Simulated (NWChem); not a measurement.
**Correlation energy of CH$_{2}$**

```xyz
3

C      0.0000     0.0000     0.1799
H      0.8622     0.0000    -0.5398
H     -0.8622     0.0000    -0.5398
```
Charge 0, spin multiplicity 1.

Everything below was run with NWChem. All single points use one geometry, from B3LYP/def2-SVP, a minimum by its harmonic frequencies.

Basis set: cc-pVDZ. Each correlation energy counts from its own Hartree-Fock reference.

The correlated methods keep 1 core orbital frozen. The structure started from a generated list of species. Coupled-cluster values serve here as a point of comparison, not as the truth.

Question: Order these methods by the correlation energy they give, lowest first: RI-MP2, SCS-MP2, CR-CCSD[T], CCSD, CCSDT.

Answer: CCSDT (-142.6 mHa), CR-CCSD[T] (-141.5 mHa), CCSD (-138.9 mHa), SCS-MP2 (-118.7 mHa), RI-MP2 (-110.7 mHa)
